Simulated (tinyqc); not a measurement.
Worked calculation (part 1 of 2): CIS on RHF in the sto-3g basis, for H2F+, spin multiplicity 1. Computed by tinyqc, a small Python program that keeps every step (integrals from PySCF). Settings: charge = 1, multiplicity = 1, basis = sto-3g, method = RHF, energy threshold = 1e-10, iteration cap = 69, orthogonalisation = symmetric, start = atomic densities, DIIS depth = 6. Command: `OMP_NUM_THREADS=1 python tinyqc.py 20489 20490 out.jsonl` (the two numbers bound the seeds that draw the settings). One thread of a shared host (Intel(R) Xeon(R) Processor @ 2.60GHz), about 0.09 s of CPU time with the checks. The early iterations of the SCF are left out here.

## One-electron integrals

Geometry (angstrom):
```
atom         x          y         z
F     0.000000   0.000000  0.000000
H     0.000000   0.859000  0.564000
H     0.000000  -0.859000  0.564000
```

Basis sto-3g: exponents (1/bohr^2) and contraction coefficients of normalised primitives:
```
element  l (shell)    exponent  coefficient
F            s (1)  166.679130     0.154329
F            s (1)   30.360812     0.535328
F            s (1)    8.216821     0.444635
F            s (2)    6.464803    -0.099967
F            s (2)    1.502281     0.399513
F            s (2)    0.488588     0.700115
F            p (3)    6.464803     0.155916
F            p (3)    1.502281     0.607684
F            p (3)    0.488588     0.391957
H            s (1)    3.425251     0.154329
H            s (1)    0.623914     0.535328
H            s (1)    0.168855     0.444635
```

Overlap, kinetic and nuclear-attraction integrals over the contracted functions; the nuclear repulsion is the sum of Za Zb / Rab.

nuclear repulsion = 9.57730803 hartree

overlap S, order 1F 1s, 1F 2s, 1F 2px, 1F 2py, 1F 2pz, 2H 1s, 3H 1s:
$$\begin{pmatrix}
1.000000 & 0.237990 & 0.000000 & 0.000000 & 0.000000 & 0.037972 & 0.037972 \\
0.237990 & 1.000000 & 0.000000 & 0.000000 & 0.000000 & 0.378184 & 0.378184 \\
0.000000 & 0.000000 & 1.000000 & 0.000000 & 0.000000 & 0.000000 & 0.000000 \\
0.000000 & 0.000000 & 0.000000 & 1.000000 & 0.000000 & 0.258721 & -0.258721 \\
0.000000 & 0.000000 & 0.000000 & 0.000000 & 1.000000 & 0.169871 & 0.169871 \\
0.037972 & 0.378184 & 0.000000 & 0.258721 & 0.169871 & 1.000000 & 0.186138 \\
0.037972 & 0.378184 & 0.000000 & -0.258721 & 0.169871 & 0.186138 & 1.000000
\end{pmatrix}$$

kinetic energy T (hartree), order 1F 1s, 1F 2s, 1F 2px, 1F 2py, 1F 2pz, 2H 1s, 3H 1s:
$$\begin{pmatrix}
36.984577 & -0.212858 & 0.000000 & 0.000000 & 0.000000 & -0.005768 & -0.005768 \\
-0.212858 & 1.037995 & 0.000000 & 0.000000 & 0.000000 & 0.077028 & 0.077028 \\
0.000000 & 0.000000 & 3.248015 & 0.000000 & 0.000000 & 0.000000 & 0.000000 \\
0.000000 & 0.000000 & 0.000000 & 3.248015 & 0.000000 & 0.162922 & -0.162922 \\
0.000000 & 0.000000 & 0.000000 & 0.000000 & 3.248015 & 0.106971 & 0.106971 \\
-0.005768 & 0.077028 & 0.000000 & 0.162922 & 0.106971 & 0.760032 & -0.003379 \\
-0.005768 & 0.077028 & 0.000000 & -0.162922 & 0.106971 & -0.003379 & 0.760032
\end{pmatrix}$$

nuclear attraction V (hartree), order 1F 1s, 1F 2s, 1F 2px, 1F 2py, 1F 2pz, 2H 1s, 3H 1s:
$$\begin{pmatrix}
-78.039501 & -9.421919 & 0.000000 & 0.000000 & -0.013161 & -1.543733 & -1.543733 \\
-9.421919 & -12.567719 & 0.000000 & 0.000000 & -0.161063 & -3.588587 & -3.588587 \\
0.000000 & 0.000000 & -12.415818 & 0.000000 & 0.000000 & 0.000000 & 0.000000 \\
0.000000 & 0.000000 & 0.000000 & -12.538991 & 0.000000 & -2.126985 & 2.126985 \\
-0.013161 & -0.161063 & 0.000000 & 0.000000 & -12.468917 & -1.440090 & -1.440090 \\
-1.543733 & -3.588587 & 0.000000 & -2.126985 & -1.440090 & -6.041024 & -1.278073 \\
-1.543733 & -3.588587 & 0.000000 & 2.126985 & -1.440090 & -1.278073 & -6.041024
\end{pmatrix}$$

core Hamiltonian H = T + V (hartree), order 1F 1s, 1F 2s, 1F 2px, 1F 2py, 1F 2pz, 2H 1s, 3H 1s:
$$\begin{pmatrix}
-41.054924 & -9.634777 & 0.000000 & 0.000000 & -0.013161 & -1.549501 & -1.549501 \\
-9.634777 & -11.529724 & 0.000000 & 0.000000 & -0.161063 & -3.511558 & -3.511558 \\
0.000000 & 0.000000 & -9.167804 & 0.000000 & 0.000000 & 0.000000 & 0.000000 \\
0.000000 & 0.000000 & 0.000000 & -9.290976 & 0.000000 & -1.964063 & 1.964063 \\
-0.013161 & -0.161063 & 0.000000 & 0.000000 & -9.220903 & -1.333119 & -1.333119 \\
-1.549501 & -3.511558 & 0.000000 & -1.964063 & -1.333119 & -5.280992 & -1.281452 \\
-1.549501 & -3.511558 & 0.000000 & 1.964063 & -1.333119 & -1.281452 & -5.280992
\end{pmatrix}$$

## Two-electron integrals

Functions are numbered as in S; the eight-fold symmetry (ij|kl) = (ji|kl) = (kl|ij) leaves the list below.

Two-electron integrals (ij|kl) in chemists' order, unique and non-zero (hartree):
```
(11|11) 5.403501    (21|11) 0.841920    (21|21) 0.156299    (22|11) 1.268028
(22|21) 0.292344    (22|22) 0.926167    (31|31) 0.027998    (32|31) 0.043169
(32|32) 0.204588    (33|11) 1.264502    (33|21) 0.292403    (33|22) 0.925959
(33|33) 0.997514    (41|41) 0.027998    (42|41) 0.043169    (42|42) 0.204588
(43|43) 0.053770    (44|11) 1.264502    (44|21) 0.292403    (44|22) 0.925959
(44|33) 0.889973    (44|44) 0.997514    (51|51) 0.027998    (52|51) 0.043169
(52|52) 0.204588    (53|53) 0.053770    (54|54) 0.053770    (55|11) 1.264502
(55|21) 0.292403    (55|22) 0.925959    (55|33) 0.889973    (55|44) 0.889973
(55|55) 0.997514    (61|11) 0.136268    (61|21) 0.025085    (61|22) 0.046625
(61|33) 0.046553    (61|41) 0.000862    (61|42) 0.001616    (61|44) 0.046708
(61|51) 0.000566    (61|52) 0.001061    (61|54) 0.000102    (61|55) 0.046620
(61|61) 0.004068    (62|11) 0.345332    (62|21) 0.080687    (62|22) 0.285215
(62|33) 0.281041    (62|41) 0.004600    (62|42) 0.035899    (62|44) 0.289597
(62|51) 0.003020    (62|52) 0.023571    (62|54) 0.005617    (62|55) 0.284729
(62|61) 0.013140    (62|62) 0.108141    (63|31) 0.008444    (63|32) 0.050042
(63|43) 0.007558    (63|53) 0.004962    (63|63) 0.016025    (64|11) 0.196532
(64|21) 0.046509    (64|22) 0.175981    (64|33) 0.168456    (64|41) 0.010762
(64|42) 0.071044    (64|44) 0.188643    (64|51) 0.001522    (64|52) 0.013789
(64|54) 0.008292    (64|55) 0.170642    (64|61) 0.007892    (64|62) 0.081822
(64|64) 0.077465    (65|11) 0.129039    (65|21) 0.030536    (65|22) 0.115545
(65|33) 0.110604    (65|41) 0.001522    (65|42) 0.013789    (65|44) 0.113934
(65|51) 0.009443    (65|52) 0.059096    (65|54) 0.009744    (65|55) 0.121964
(65|61) 0.005182    (65|62) 0.053723    (65|64) 0.040340    (65|65) 0.042512
(66|11) 0.500347    (66|21) 0.118825    (66|22) 0.484480    (66|33) 0.467925
(66|41) 0.008503    (66|42) 0.093486    (66|44) 0.502242    (66|51) 0.005583
(66|52) 0.061381    (66|54) 0.022531    (66|55) 0.482719    (66|61) 0.019474
(66|62) 0.235578    (66|64) 0.207130    (66|65) 0.135997    (66|66) 0.774606
(71|11) 0.136268    (71|21) 0.025085    (71|22) 0.046625    (71|33) 0.046553
(71|41) -0.000862   (71|42) -0.001616   (71|44) 0.046708    (71|51) 0.000566
(71|52) 0.001061    (71|54) -0.000102   (71|55) 0.046620    (71|61) 0.004012
(71|62) 0.012765    (71|64) 0.007044    (71|65) 0.005038    (71|66) 0.018757
(71|71) 0.004068    (72|11) 0.345332    (72|21) 0.080687    (72|22) 0.285215
(72|33) 0.281041    (72|41) -0.004600   (72|42) -0.035899   (72|44) 0.289597
(72|51) 0.003020    (72|52) 0.023571    (72|54) -0.005617   (72|55) 0.284729
(72|61) 0.012765    (72|62) 0.087996    (72|64) 0.045829    (72|65) 0.042386
(72|66) 0.156160    (72|71) 0.013140    (72|72) 0.108141    (73|31) 0.008444
(73|32) 0.050042    (73|43) -0.007558   (73|53) 0.004962    (73|63) 0.012598
(73|73) 0.016025    (74|11) -0.196532   (74|21) -0.046509   (74|22) -0.175981
(74|33) -0.168456   (74|41) 0.010762    (74|42) 0.071044    (74|44) -0.188643
(74|51) -0.001522   (74|52) -0.013789   (74|54) 0.008292    (74|55) -0.170642
(74|61) -0.007044   (74|62) -0.045829   (74|64) -0.011647   (74|65) -0.021628
(74|66) -0.073388   (74|71) -0.007892   (74|72) -0.081822   (74|74) 0.077465
(75|11) 0.129039    (75|21) 0.030536    (75|22) 0.115545    (75|33) 0.110604
(75|41) -0.001522   (75|42) -0.013789   (75|44) 0.113934    (75|51) 0.009443
(75|52) 0.059096    (75|54) -0.009744   (75|55) 0.121964    (75|61) 0.005038
(75|62) 0.042386    (75|64) 0.021628    (75|65) 0.032768    (75|66) 0.083028
(75|71) 0.005182    (75|72) 0.053723    (75|74) -0.040340   (75|75) 0.042512
(76|11) 0.116742    (76|21) 0.027550    (76|22) 0.106504    (76|33) 0.104529
(76|44) 0.106619    (76|51) 0.001630    (76|52) 0.015480    (76|55) 0.108251
(76|61) 0.004439    (76|62) 0.040329    (76|64) 0.026670    (76|65) 0.022877
(76|66) 0.093950    (76|71) 0.004439    (76|72) 0.040329    (76|74) -0.026670
(76|75) 0.022877    (76|76) 0.018789    (77|11) 0.500347    (77|21) 0.118825
(77|22) 0.484480    (77|33) 0.467925    (77|41) -0.008503   (77|42) -0.093486
(77|44) 0.502242    (77|51) 0.005583    (77|52) 0.061381    (77|54) -0.022531
(77|55) 0.482719    (77|61) 0.018757    (77|62) 0.156160    (77|64) 0.073388
(77|65) 0.083028    (77|66) 0.305135    (77|71) 0.019474    (77|72) 0.235578
(77|74) -0.207130   (77|75) 0.135997    (77|76) 0.093950    (77|77) 0.774606
```

## Orthogonalisation

S = U s U^T; symmetric (Loewdin) form X = U s^(-1/2) U^T, so that X^T S X = 1.

eigenvalues of S: [0.464830, 0.529392, 0.902456, 1.000000, 1.085369, 1.284469, 1.733484]

X, order 1F 1s, 1F 2s, 1F 2px, 1F 2py, 1F 2pz, 2H 1s, 3H 1s:
$$\begin{pmatrix}
1.023742 & -0.136385 & 0.000000 & 0.000000 & -0.005673 & 0.017777 & 0.017777 \\
-0.136385 & 1.147268 & 0.000000 & 0.000000 & 0.054915 & -0.210051 & -0.210051 \\
0.000000 & 0.000000 & 1.000000 & 0.000000 & 0.000000 & 0.000000 & 0.000000 \\
0.000000 & 0.000000 & 0.000000 & 1.067720 & 0.000000 & -0.168597 & 0.168597 \\
-0.005673 & 0.054915 & 0.000000 & 0.000000 & 1.024108 & -0.092565 & -0.092565 \\
0.017777 & -0.210051 & 0.000000 & -0.168597 & -0.092565 & 1.116343 & -0.072675 \\
0.017777 & -0.210051 & 0.000000 & 0.168597 & -0.092565 & -0.072675 & 1.116343
\end{pmatrix}$$

## Starting guess

The start is atomic minimal-basis densities projected into this basis (PySCF's MINAO start) and scaled to the electron count of each spin; this density is not idempotent, so its energy is not variational and may lie below the converged one.

D at the start, order 1F 1s, 1F 2s, 1F 2px, 1F 2py, 1F 2pz, 2H 1s, 3H 1s:
$$\begin{pmatrix}
1.954958 & -0.453342 & 0.000000 & 0.000000 & 0.013279 & -0.012135 & -0.012135 \\
-0.453342 & 1.917556 & 0.000000 & 0.000000 & -0.074078 & 0.034072 & 0.034072 \\
0.000000 & 0.000000 & 1.484570 & 0.000000 & 0.000000 & 0.000000 & 0.000000 \\
0.000000 & 0.000000 & 0.000000 & 1.323698 & 0.000000 & 0.148925 & -0.148925 \\
0.013279 & -0.074078 & 0.000000 & 0.000000 & 1.427500 & 0.071360 & 0.071360 \\
-0.012135 & 0.034072 & 0.000000 & 0.148925 & 0.071360 & 0.918451 & 0.049139 \\
-0.012135 & 0.034072 & 0.000000 & -0.148925 & 0.071360 & 0.049139 & 0.918451
\end{pmatrix}$$

## Iteration 8 (converged): orbitals

converged F (hartree), order 1F 1s, 1F 2s, 1F 2px, 1F 2py, 1F 2pz, 2H 1s, 3H 1s:
$$\begin{pmatrix}
-26.598338 & -6.783620 & 0.000000 & 0.000000 & -0.022343 & -1.099994 & -1.099994 \\
-6.783620 & -3.618228 & 0.000000 & 0.000000 & -0.106737 & -1.144940 & -1.144940 \\
0.000000 & 0.000000 & -1.027894 & 0.000000 & 0.000000 & 0.000000 & 0.000000 \\
0.000000 & 0.000000 & 0.000000 & -0.963048 & 0.000000 & -0.523831 & 0.523831 \\
-0.022343 & -0.106737 & 0.000000 & 0.000000 & -0.990515 & -0.396659 & -0.396659 \\
-1.099994 & -1.144940 & 0.000000 & -0.523831 & -0.396659 & -0.816564 & -0.346526 \\
-1.099994 & -1.144940 & 0.000000 & 0.523831 & -0.396659 & -0.346526 & -0.816564
\end{pmatrix}$$

Diagonalise F' = X^T F X, C = X C', fill 5 alpha and 5 beta electrons from the bottom; D = 2 C_occ C_occ^T. Each column has its largest component positive (the first on a tie).

F' = X^T F X (hartree):
$$\begin{pmatrix}
-26.118792 & -3.440090 & 0.000000 & 0.000000 & -0.041262 & -0.134792 & -0.134792 \\
-3.440090 & -2.257116 & 0.000000 & 0.000000 & 0.036765 & -0.469305 & -0.469305 \\
0.000000 & 0.000000 & -1.027894 & 0.000000 & 0.000000 & 0.000000 & 0.000000 \\
0.000000 & 0.000000 & 0.000000 & -0.747434 & 0.000000 & -0.427215 & 0.427215 \\
-0.041262 & 0.036765 & 0.000000 & 0.000000 & -0.906690 & -0.271711 & -0.271711 \\
-0.134792 & -0.469305 & 0.000000 & -0.427215 & -0.271711 & -0.375193 & -0.075959 \\
-0.134792 & -0.469305 & 0.000000 & 0.427215 & -0.271711 & -0.075959 & -0.375193
\end{pmatrix}$$

orbital energies (hartree): MO1 -26.607938, MO2 -2.033571, MO3 -1.167729, MO4 -1.056395, MO5 -1.027894, MO6 -0.035846, MO7 0.121061

coefficients C, order 1F 1s, 1F 2s, 1F 2px, 1F 2py, 1F 2pz, 2H 1s, 3H 1s:
$$\begin{pmatrix}
0.994721 & -0.250366 & 0.000000 & 0.064313 & 0.000000 & 0.104987 & 0.000000 \\
0.022650 & 0.948476 & 0.000000 & -0.322379 & 0.000000 & -0.649643 & 0.000000 \\
0.000000 & 0.000000 & 0.000000 & 0.000000 & 1.000000 & 0.000000 & 0.000000 \\
0.000000 & 0.000000 & 0.740336 & 0.000000 & 0.000000 & 0.000000 & 0.805468 \\
0.002255 & 0.099995 & 0.000000 & 0.879178 & 0.000000 & -0.534812 & 0.000000 \\
-0.004018 & 0.084518 & 0.341729 & 0.209231 & 0.000000 & 0.739386 & -0.786466 \\
-0.004018 & 0.084518 & -0.341729 & 0.209231 & 0.000000 & 0.739386 & 0.786466
\end{pmatrix}$$

D after iteration 8, order 1F 1s, 1F 2s, 1F 2px, 1F 2py, 1F 2pz, 2H 1s, 3H 1s:
$$\begin{pmatrix}
2.112580 & -0.471338 & 0.000000 & 0.000000 & 0.067501 & -0.023402 & -0.023402 \\
-0.471338 & 2.008096 & 0.000000 & 0.000000 & -0.377068 & 0.025241 & 0.025241 \\
0.000000 & 0.000000 & 2.000000 & 0.000000 & 0.000000 & 0.000000 & 0.000000 \\
0.000000 & 0.000000 & 0.000000 & 1.096193 & 0.000000 & 0.505988 & -0.505988 \\
0.067501 & -0.377068 & 0.000000 & 0.000000 & 1.565914 & 0.384786 & 0.384786 \\
-0.023402 & 0.025241 & 0.000000 & 0.505988 & 0.384786 & 0.335431 & -0.131684 \\
-0.023402 & 0.025241 & 0.000000 & -0.505988 & 0.384786 & -0.131684 & 0.335431
\end{pmatrix}$$

## Convergence

Stop when the energy changes by less than 1e-10 hartree and every element of the error matrix X^T (F D S - S D F) X is below 3e-06.

Course of the cycle:
```
iteration   E (hartree)     change  largest element of the error matrix
1          -94.07332043          -                             1.10e+00
2          -98.75241197  -4.68e+00                             2.96e-01
3          -98.85738836  -1.05e-01                             1.95e-02
4          -98.85806821  -6.80e-04                             5.91e-03
5          -98.85809599  -2.78e-05                             4.10e-05
6          -98.85809599  -1.79e-09                             9.57e-06
7          -98.85809599  -2.06e-10                             2.34e-06
8          -98.85809599  -7.96e-12                             1.22e-08
```

PySCF RHF in the same basis = -98.85809599 hartree

Converged in 8 iterations.

## Populations, bond orders and dipole

Mulliken: Z minus the diagonal of D S on the atom; Loewdin: the same with S^(1/2) D S^(1/2); Mayer order: 2 sum_s sum (D(s) S)_ij (D(s) S)_ji over the two atoms.

Charges (e):
```
atom  Mulliken   Loewdin
1F    0.031702  0.171867
2H    0.484149  0.414067
3H    0.484149  0.414067
```

Mayer bond orders:
```
pair     order
2-1   0.749689
3-1   0.749689
3-2   0.015910
```

dipole moment about the origin, x y z (debye): [0.000000, 0.000000, 3.028600]

## Integrals over molecular orbitals

(pq|rs) = sum C_ip C_jq C_kr C_ls (ij|kl), one index at a time.

one-electron integrals over orbitals h = C^T H C (hartree):
$$\begin{pmatrix}
-41.036936 & 0.691926 & 0.000000 & -0.166882 & 0.000000 & -0.279385 & 0.000000 \\
0.691926 & -9.625557 & 0.000000 & 0.341291 & 0.000000 & 1.350057 & 0.000000 \\
0.000000 & 0.000000 & -8.014062 & 0.000000 & 0.000000 & 0.000000 & -2.184627 \\
-0.166882 & 0.341291 & 0.000000 & -8.697518 & 0.000000 & 1.383766 & 0.000000 \\
0.000000 & 0.000000 & 0.000000 & 0.000000 & -9.167804 & 0.000000 & 0.000000 \\
-0.279385 & 1.350057 & 0.000000 & 1.383766 & 0.000000 & -5.552879 & 0.000000 \\
0.000000 & 0.000000 & -2.184627 & 0.000000 & 0.000000 & 0.000000 & -5.998723
\end{pmatrix}$$

Two-electron integrals over orbitals (pq|rs), unique and non-zero (hartree):
```
(11|11) 5.362447    (21|11) -0.504128   (21|21) 0.075231    (22|11) 1.203858
(22|21) -0.019496   (22|22) 0.858227    (31|31) 0.017197    (32|31) 0.025615
(32|32) 0.157012    (33|11) 0.981268    (33|21) -0.008108   (33|22) 0.754094
(33|33) 0.729767    (41|11) 0.128482    (41|21) -0.016381   (41|22) 0.013468
(41|33) 0.004860    (41|41) 0.028209    (42|11) -0.092109   (42|21) 0.007810
(42|22) 0.001331    (42|33) -0.005754   (42|41) 0.030224    (42|42) 0.160591
(43|31) -0.003544   (43|32) 0.006766    (43|43) 0.048121    (44|11) 1.159256
(44|21) -0.014362   (44|22) 0.815835    (44|33) 0.709907    (44|41) -0.010657
(44|42) -0.089090   (44|44) 0.891450    (51|51) 0.029601    (52|51) 0.039144
(52|52) 0.181747    (53|53) 0.037920    (54|51) -0.009341   (54|52) -0.033863
(54|54) 0.054260    (55|11) 1.264011    (55|21) -0.014189   (55|22) 0.880383
(55|33) 0.743139    (55|41) 0.003663    (55|42) -0.050641   (55|44) 0.835429
(55|55) 0.997514    (61|11) 0.211709    (61|21) -0.033249   (61|22) 0.004366
(61|33) 0.002358    (61|41) -0.005125   (61|42) -0.018890   (61|44) 0.013118
(61|55) 0.005859    (61|61) 0.020914    (62|11) -0.286978   (62|21) 0.007432
(62|22) -0.144319   (62|33) -0.089099   (62|41) -0.017380   (62|42) -0.041582
(62|44) -0.102906   (62|55) -0.149891   (62|61) 0.004471    (62|62) 0.076004
(63|31) -0.003921   (63|32) 0.025781    (63|43) 0.018059    (63|63) 0.068541
(64|11) -0.265820   (64|21) 0.003390    (64|22) -0.140452   (64|33) -0.083325
(64|41) -0.006059   (64|42) 0.008233    (64|44) -0.149112   (64|55) -0.145855
(64|61) 0.001119    (64|62) 0.060515    (64|64) 0.073450    (65|51) -0.013726
(65|52) -0.052773   (65|54) -0.007600   (65|65) 0.026064    (66|11) 0.690765
(66|21) -0.005471   (66|22) 0.569219    (66|33) 0.551799    (66|41) 0.015827
(66|42) 0.066766    (66|44) 0.534385    (66|55) 0.544835    (66|61) -0.004891
(66|62) -0.052808   (66|64) -0.027816   (66|66) 0.542266    (71|31) 0.016993
(71|32) 0.024239    (71|43) -0.003605   (71|63) -0.003528   (71|71) 0.016810
(72|31) 0.017476    (72|32) 0.065525    (72|43) -0.023012   (72|63) -0.026938
(72|71) 0.016612    (72|72) 0.056378    (73|11) 0.426885    (73|21) -0.008440
(73|22) 0.208198    (73|33) 0.162620    (73|41) -0.001167   (73|42) -0.057605
(73|44) 0.202264    (73|55) 0.231943    (73|61) 0.005257    (73|62) -0.071034
(73|64) -0.085285   (73|66) 0.018628    (73|73) 0.161849    (74|31) -0.007476
(74|32) -0.055845   (74|43) 0.008476    (74|63) -0.041996   (74|71) -0.007403
(74|72) -0.011388   (74|74) 0.048806    (75|53) 0.025582    (75|75) 0.019974
(76|31) -0.009813   (76|32) -0.094157   (76|43) -0.047295   (76|63) -0.083719
(76|71) -0.009610   (76|72) 0.006138    (76|74) 0.060057    (76|76) 0.159777
(77|11) 0.796660    (77|21) -0.007753   (77|22) 0.612155    (77|33) 0.612607
(77|41) 0.003237    (77|42) 0.007213    (77|44) 0.590289    (77|55) 0.600089
(77|61) 0.002530    (77|62) -0.045767   (77|64) -0.031193   (77|66) 0.536483
(77|73) 0.070828    (77|77) 0.576019
```

## CIS matrix, singlets

A(ia,jb) = (e_a - e_i) d_ij d_ab + 2 (ia|jb) - (ij|ab).

CIS matrix A, singlet (hartree):
```
           1>6        1>7        2>6        2>7        3>6        3>7        4>6        4>7
1>6  25.923155   0.000000   0.014412   0.000000   0.000000   0.020327  -0.013589   0.000000
1>7   0.000000  25.965959   0.000000   0.040977   0.002757   0.000000   0.000000  -0.018042
2>6   0.014412   0.000000   1.580514   0.000000   0.000000  -0.047911   0.054263   0.000000
2>7   0.000000   0.040977   0.000000   1.655233   0.040280   0.000000   0.000000  -0.029990
3>6   0.000000   0.002757   0.000000   0.040280   0.717167   0.000000   0.000000  -0.036696
3>7   0.020327   0.000000  -0.047911   0.000000   0.000000   0.999881  -0.123275   0.000000
4>6  -0.013589   0.000000   0.054263   0.000000   0.000000  -0.123275   0.633064   0.000000
4>7   0.000000  -0.018042   0.000000  -0.029990  -0.036696   0.000000   0.000000   0.684779
5>6   0.000000   0.000000   0.000000   0.000000   0.000000   0.000000   0.000000   0.000000
5>7   0.000000   0.000000   0.000000   0.000000   0.000000   0.000000   0.000000   0.000000

          5>6       5>7
1>6  0.000000  0.000000
1>7  0.000000  0.000000
2>6  0.000000  0.000000
2>7  0.000000  0.000000
3>6  0.000000  0.000000
3>7  0.000000  0.000000
4>6  0.000000  0.000000
4>7  0.000000  0.000000
5>6  0.499341  0.000000
5>7  0.000000  0.588814
```
